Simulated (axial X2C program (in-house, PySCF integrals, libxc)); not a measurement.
# Spectroscopic constants of NaF⁺

Calculated with an axial X2C code built on PySCF integrals. Spin-free means the one-electron spin-free X2C Hamiltonian; two-component (2c) means X2C with spin–orbit coupling and atomic mean-field two-electron Coulomb and Gaunt terms, so the difference of the two also holds small scalar two-electron terms. Basis: Na dyall-cv3z [9s8p5d2f], F dyall-av3z [7s6p3d2f] (cores contracted in-house); Gaussian nuclei, density fitting, unrestricted open shells. Masses: Na 22.990 u, F 18.998 u.

Input:
```json
{"zs": [11, 9], "q": 1, "bas": ["dyall-cv3z", "dyall-av3z"], "levels": ["PBE0", "HF", "BP86"], "cc": true, "r0": 2.19, "thr": -2.0, "nmax": 90, "npts": 10, "nst": 2, "ntry": 6}
```
```bash
python so2c.py task.json out
```

Keys: zs atomic numbers; q charge; bas basis sets; levels methods; cc coupled cluster on or off; r0 starting distance in Å; thr threshold in hartree for freezing inner shells (an s shell follows its p shell); nmax most natural virtual spinors; npts points on the curve; nst determinants followed; ntry starts of the search. HF also brings MP2.

State, spin-free: M_S = 1/2, Λ = 1 (beyond evenly filled blocks: π+α, π+β, π-α); electrons by block: σα: 6, σβ: 6, π+α: 2, π+β: 2, π-α: 2, π-β: 1. Fragments: Na+ + F.

State, 2c: Ω = 3/2 (⟨Sz⟩ = 0.50, ⟨Lz⟩ = 1.00 at PBE0); electrons by block: 1/2: 8, -1/2: 8, 3/2: 2, -3/2: 1. Fragments: Na+ + F.

```json
{"Hamiltonian": "spin-free", "level": "PBE0", "Re (Å)": "2.452", "ωe (cm⁻¹)": "153.1", "Be (cm⁻¹)": "0.2695", "De (eV)": "n/a", "D0 (eV)": "n/a", "k (mdyn/Å)": "0.144", "μ (D)": "-4.87"}
{"Hamiltonian": "spin-free", "level": "HF", "Re (Å)": "2.479", "ωe (cm⁻¹)": "140.7", "Be (cm⁻¹)": "0.2638", "De (eV)": "0.029", "D0 (eV)": "0.020", "k (mdyn/Å)": "0.121", "μ (D)": "-5.01"}
{"Hamiltonian": "spin-free", "level": "MP2", "Re (Å)": "2.456", "ωe (cm⁻¹)": "150.6", "Be (cm⁻¹)": "0.2686", "De (eV)": "0.150", "D0 (eV)": "0.141", "k (mdyn/Å)": "0.139", "μ (D)": "n/a"}
{"Hamiltonian": "spin-free", "level": "CCSD", "Re (Å)": "2.454", "ωe (cm⁻¹)": "150.9", "Be (cm⁻¹)": "0.269", "De (eV)": "0.162", "D0 (eV)": "0.153", "k (mdyn/Å)": "0.14", "μ (D)": "n/a"}
{"Hamiltonian": "spin-free", "level": "CCSD(T)", "Re (Å)": "2.454", "ωe (cm⁻¹)": "151.4", "Be (cm⁻¹)": "0.2692", "De (eV)": "0.131", "D0 (eV)": "0.122", "k (mdyn/Å)": "0.14", "μ (D)": "n/a"}
{"Hamiltonian": "spin-free", "level": "BP86", "Re (Å)": "2.525", "ωe (cm⁻¹)": "131.5", "Be (cm⁻¹)": "0.2542", "De (eV)": "n/a", "D0 (eV)": "n/a", "k (mdyn/Å)": "0.106", "μ (D)": "-5.01"}
{"Hamiltonian": "2c", "level": "PBE0", "Re (Å)": "2.452", "ωe (cm⁻¹)": "153.2", "Be (cm⁻¹)": "0.2695", "De (eV)": "0.003", "D0 (eV)": "-0.007", "k (mdyn/Å)": "0.144", "μ (D)": "-4.87"}
{"Hamiltonian": "2c", "level": "HF", "Re (Å)": "2.479", "ωe (cm⁻¹)": "140.7", "Be (cm⁻¹)": "0.2638", "De (eV)": "0.034", "D0 (eV)": "0.025", "k (mdyn/Å)": "0.121", "μ (D)": "-5.01"}
{"Hamiltonian": "2c", "level": "MP2", "Re (Å)": "2.456", "ωe (cm⁻¹)": "150.7", "Be (cm⁻¹)": "0.2686", "De (eV)": "0.158", "D0 (eV)": "0.149", "k (mdyn/Å)": "0.139", "μ (D)": "n/a"}
{"Hamiltonian": "2c", "level": "BP86", "Re (Å)": "2.525", "ωe (cm⁻¹)": "131.6", "Be (cm⁻¹)": "0.2542", "De (eV)": "n/a", "D0 (eV)": "n/a", "k (mdyn/Å)": "0.106", "μ (D)": "-5.01"}
```

Correlated methods: 15 electrons correlated (number of frozen shells: Na 1 s; F 1 s), 219 virtual spin orbitals or spinors in MP2.

Dipoles are positive if F is the positive end and refer to the centre of mass.

The state is one determinant whose occupation by symmetry is held fixed; it was picked as the lowest of a PBE0 search that is not exhaustive. De is counted from the lowest determinant-based energies of the atoms at the same level, without counterpoise correction. Density functionals use the spin component along the axis (collinear). Coupled cluster ran in a truncated set of natural virtual spinors; the MP2 energy of the rest was added. (T) has no such correction and the atoms are truncated less, which lowers De at CCSD(T) by a hundredth of an eV or more. In 2c an atomic determinant is not the ground J level, so De misses part of the atomic spin–orbit lowering. This holds for PBE0, BP86. PBE0 can misorder states that lie within some tenths of an eV, so this need not be the ground state of the molecule. The nearest other spin-free determinant of the search, M_S = 1/2, Λ = 0, lies 0.08 eV up at the distance of the search. The functionals have no current-density term, which raises determinants with orbital currents, atoms included.

No reliable constants came from CCSD (2c), CCSD(T) (2c): no minimum in range, unconverged points, a curve that is not smooth, a change of character along it, or the two Hamiltonians disagreeing along it.

Rough cost a point (2c) on 1 thread(s) of a shared host, integrals apart: PBE0 0.15 s, HF 0.07 s, BP86 0.12 s.

The whole task took 110 s on 1 thread of AMD EPYC 9B14 (Zen 4), on a shared host.
